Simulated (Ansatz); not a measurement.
Equilibrium lattice constant a (Å) of solids drawn from the class of tetrahedrally bonded semiconductors and semimetals, at two levels: PBE in Ansatz (PAW), and Hartree–Fock (PAW; Ansatz, a program for electronic structure).

```json
[
 {"solid": "zinc-blende BP", "PBE": "4.548", "Hartree–Fock": "4.584", "shift (%)": "+0.79"},
 {"solid": "zinc-blende InSb", "PBE": "6.635", "Hartree–Fock": "6.625", "shift (%)": "-0.15"},
 {"solid": "zinc-blende GaP", "PBE": "5.506", "Hartree–Fock": "5.548", "shift (%)": "+0.76"},
 {"solid": "zinc-blende HgTe", "PBE": "6.650", "Hartree–Fock": "6.722", "shift (%)": "+1.08"},
 {"solid": "zinc-blende GaN (metastable phase)", "PBE": "4.548", "Hartree–Fock": "4.502", "shift (%)": "-1.01"},
 {"solid": "zinc-blende AgI (metastable phase)", "PBE": "6.628", "Hartree–Fock": "7.120", "shift (%)": "+7.42"},
 {"solid": "zinc-blende InAs", "PBE": "6.186", "Hartree–Fock": "6.175", "shift (%)": "-0.18"},
 {"solid": "zinc-blende AlN (metastable phase)", "PBE": "4.403", "Hartree–Fock": "4.360", "shift (%)": "-0.98"},
 {"solid": "cubic BN", "PBE": "3.625", "Hartree–Fock": "3.599", "shift (%)": "-0.72"},
 {"solid": "zinc-blende CdS (metastable phase)", "PBE": "5.927", "Hartree–Fock": "6.038", "shift (%)": "+1.87"}
]
```

The shifts run from -1.01 % to +7.42 %, with a median of +0.31 %.

Of 10 rows, Hartree–Fock is the larger in 5 and the smaller in 5.

Ansatz's runs of these crystals have no spin polarisation.

Spin–orbit coupling is left out, also for the solids with elements from indium on (zinc-blende InSb, zinc-blende HgTe, zinc-blende AgI, zinc-blende InAs); its size isn't shown.

Caveats: the cell is over a tenth larger than the published one: the level's own overestimate first of all, though another phase or state, or a fault of the published cell, is possible (Hartree–Fock: zinc-blende HgTe, zinc-blende AgI, zinc-blende CdS); the gap of the solid is closed in this run (PBE: zinc-blende InSb, zinc-blende InAs). Ansatz's density-functional and Hartree–Fock values are scalar-relativistic unless marked +SOC, with PAW data made under PBE.
